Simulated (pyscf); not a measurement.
O=PH (SMILES O=P) + H₂O (SMILES O) → HO–PH–OH (SMILES OPO) (addition across a multiple bond or ene-type step; singlet surface; H–O broken, H–O, O–P formed). Optimised with ωB97X-D3(BJ)/def2-SVP in PySCF. MP2 and CC: frozen core, UHF for open shells. ΔMP2 is the change of the MP2 total energy from the triple- to the quadruple-zeta basis. Energies in kcal/mol from the separated reactants.

```
level                             barrier  reaction energy
--------------------------------  -------  ---------------
ωB97X-D3(BJ)/def2-TZVP                [?]            -42.0
r²SCAN/def2-TZVP                     -1.0            -41.8
PBE0-D3(BJ)/def2-TZVP                -1.0            -42.8
M06-2X/def2-TZVP                      0.7            -42.8
CCSD/def2-TZVPP                       8.2            -37.6
CCSD(T)/def2-TZVPP                    6.7            -36.5
CCSD(T)/def2-TZVPP + ΔMP2(QZVPP)      [?]              [?]
```

Task: Complete the blanks.

Result: 
- ωB97X-D3(BJ)/def2-TZVP, barrier: 1.9
- CCSD(T)/def2-TZVPP + ΔMP2(QZVPP), barrier: 6.6
- CCSD(T)/def2-TZVPP + ΔMP2(QZVPP), reaction energy: -36.8

On the reactant side the descent ends in a bound adduct, 10.0 kcal/mol under the separated species and 11.9 kcal/mol under the saddle at ωB97X-D3(BJ)/def2-TZVP. At r²SCAN, PBE0-D3(BJ) the saddle lies under the separated reactants, which points to a path from their complex (located at ωB97X-D3(BJ) alone). One saddle was located; it need not be the lowest between these sides. The CCSD(T) − MP2 part came from Ansatz, without density fitting, on the same reference.
